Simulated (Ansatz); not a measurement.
```yaml
crystal:
  periodic: [false, false, false]
  atoms:
    - {symbol: Cl, position_ang: [-1.593472, -0.511331, -0.004183]}
    - {symbol: Si, position_ang: [-0.000729, 0.872532, 0.006920]}
    - {symbol: Si, position_ang: [1.905622, -0.255781, -0.001877]}
    - {symbol: H, position_ang: [2.969904, 0.800112, 0.006583]}
basis:
  gaussian: {orbitals: def2-TZVP}
magnetization: {spin_polarized: true, initial_magnetization: 2}
hamiltonian: {xc: pbe0}
relax: {f_tol: 0.004, max_steps: 80}
```

```sh
$ ansatz run in.yaml --threads 1 --pin off --events-out ev --progress --plain --max-ram 2176MiB
```

Steps of the relaxation (energy above the last step; positions in Å, forces in eV/Å):

```
4
step 1, 84.7 meV
Cl   -1.593   -0.511   -0.004    0.430    0.357    0.003
Si   -0.001    0.873    0.007   -1.233    0.281    0.002
Si    1.906   -0.256   -0.002    0.777   -0.928   -0.007
H     2.970    0.800    0.007    0.026    0.291    0.002
```

```
4
step 2, 19.8 meV
Cl   -1.556   -0.488   -0.004    0.002    0.181    0.001
Si    0.007    0.888    0.007   -0.335   -0.111   -0.001
Si    1.930   -0.329   -0.002    0.309   -0.108   -0.001
H     2.901    0.835    0.007    0.025    0.038    0.000
```

```
4
step 3, 5.2 meV
Cl   -1.602   -0.465   -0.004    0.014    0.061    0.000
Si   -0.003    0.855    0.007    0.032   -0.093   -0.001
Si    1.973   -0.341   -0.003    0.036    0.061    0.000
H     2.914    0.857    0.007   -0.083   -0.029    0.000
```

```
4
step 5, 0.0 meV
Cl   -1.622   -0.426   -0.004   -0.004   -0.002    0.000
Si    0.035    0.810    0.006    0.019   -0.009    0.000
Si    2.012   -0.371   -0.003   -0.027   -0.004    0.000
H     2.856    0.892    0.007    0.012    0.015    0.000
```

```
4
step 6, 0.0 meV
Cl   -1.622   -0.426   -0.004    0.000    0.000    0.000
Si    0.035    0.810    0.006   -0.001    0.001    0.000
Si    2.011   -0.371   -0.003    0.001   -0.003    0.000
H     2.857    0.893    0.007    0.000    0.002    0.000
```

Close pairs at the end: Si3–H4 1.521 Å, Cl1–Si2 2.068 Å, Si2–Si3 2.301 Å.

A stationary point of unrestricted PBE0 after 6 steps, with ⟨S²⟩ = 2.013 against 2.00 for a pure state; no frequencies were run, so it isn't proven a minimum. 26 s on 1 thread of Intel Xeon 6975P-C, shared host.
